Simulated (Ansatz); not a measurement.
CH₄MgO, SMILES `C[O][MgH]`. The species carries charge 0 and has multiplicity 1. The geometry is a stationary point of PBE0-D4/def2-TZVP.

```xyz
7

C    -0.642   -0.012    0.965
O     0.119    0.002   -0.180
Mg    1.096    0.021   -1.648
H    -0.576    0.940    1.512
H    -0.323   -0.805    1.658
H    -1.706   -0.185    0.747
H     2.033    0.039   -3.054
```

(1) What is the dipole moment at B3LYP/def2-TZVPP? (An estimate is asked.)

(2) And with PBE, r2SCAN, ωB97M-V? (Estimate.)

(3) Give the Mulliken charges with B3LYP, ωB97M-V, PBE in def2-TZVPP. (An estimate is asked.)

## Answers

(1) Computed: 0.13 D, with components (-0.07, 0.00, 0.11) D in this frame, pointing from negative to positive charge.

(2) The calculation gave: PBE 0.10 D, r2SCAN 0.19 D, ωB97M-V 0.17 D.

(3) Ansatz gave: 
| atom | B3LYP | ωB97M-V | PBE |
| --- | --- | --- | --- |
| C1 | -0.06 | -0.13 | -0.09 |
| O2 | -0.64 | -0.62 | -0.57 |
| Mg3 | 0.69 | 0.67 | 0.62 |
| H4 | 0.07 | 0.09 | 0.07 |
| H5 | 0.07 | 0.09 | 0.07 |
| H6 | 0.07 | 0.09 | 0.07 |
| H7 | -0.20 | -0.19 | -0.17 |

B3LYP here is the variant with VWN-RPA as its local correlation; programs differ in this.
